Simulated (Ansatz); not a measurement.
in.yaml

```yaml
crystal:
  periodic: [false, false, false]
  atoms:
    - {symbol: Cl, position_ang: [-0.782749, 0.000000, 0.000000]}
    - {symbol: H, position_ang: [0.579251, 0.000000, 0.000000]}
    - {symbol: C, position_ang: [1.877251, 0.000000, 0.000000]}
    - {symbol: H, position_ang: [2.291719, 0.000000, 0.996161]}
    - {symbol: H, position_ang: [2.291719, 0.000000, -0.996161]}
basis:
  gaussian: {orbitals: cc-pVDZ}
magnetization: {spin_polarized: false, initial_magnetization: 2}
correlation: {method: fic_mrcisd_q, electrons: outside_noble_gas, active_space: {window: {electrons: 4, orbitals: 4}}}
```

```sh
$ ansatz run in.yaml --threads 1 --pin off --events-out ev --progress --plain --max-ram 2393MiB
```

Output:

```
456 factors; integrals over basis functions are off by at most 1.4e-3 eV
mean field evaluation 1: about -13577.0967 eV, gradient 1.3e1 eV
mean field evaluation 2: about -13577.1237 eV, gradient 1.3e1 eV
mean field evaluation 4: about -13577.9227 eV, gradient 1.9e0 eV
mean field evaluation 8: about -13577.9465 eV, gradient 2.4e-1 eV
mean field evaluation 16: about -13572.5647 eV, gradient 2.7e1 eV
mean field evaluation 32: about -13575.0083 eV, gradient 1.5e-3 eV
mean field evaluation 64: about -13575.0083 eV, gradient 7.7e-5 eV
mean field -13577.94778642 eV, -498.9803776874 hartree, gradient 2.6e-6 eV, S^2 2.000000; 6 other end points of the search recorded, 0 dependent functions left out
reference -13577.94778642 eV, -498.9803776874 hartree; 14, 12 occupied and 33, 35 virtual orbitals, 456 factors
state -13578.52612475 eV, -499.0016312288 hartree
contracted CI cycle   1: correlation 0.00000000 eV, 0.0000000000 hartree, residual 2.36e1 eV
contracted CI cycle   2: correlation -6.91164803 eV, -0.2539983804 hartree, residual 3.18e0 eV
contracted CI cycle   3: correlation -7.05183242 eV, -0.2591500614 hartree, residual 6.96e-1 eV
contracted CI cycle   4: correlation -7.05885184 eV, -0.2594080204 hartree, residual 1.64e-1 eV
contracted CI cycle   5: correlation -7.05926471 eV, -0.2594231932 hartree, residual 5.05e-2 eV
contracted CI cycle   6: correlation -7.05930603 eV, -0.2594247116 hartree, residual 1.66e-2 eV
contracted CI cycle   7: correlation -7.05931080 eV, -0.2594248868 hartree, residual 5.12e-3 eV
contracted CI cycle   8: correlation -7.05931120 eV, -0.2594249017 hartree, residual 1.42e-3 eV
state -13578.52612475 eV, -499.0016312288 hartree; corrected -13586.27864473 eV, -499.2865310832 hartree
Total energy: -13586.27864473 eV, -499.2865310832 hartree
```

Natural occupations: 1.9753 1.0004 1.0000 0.0243.

For the same geometry and basis UCCSDT(Q) lies 71.9 meV lower.

Ran on 1 thread of Arm Neoverse V2, shared host: 3.1 s wall, 0.1 GiB peak host memory.
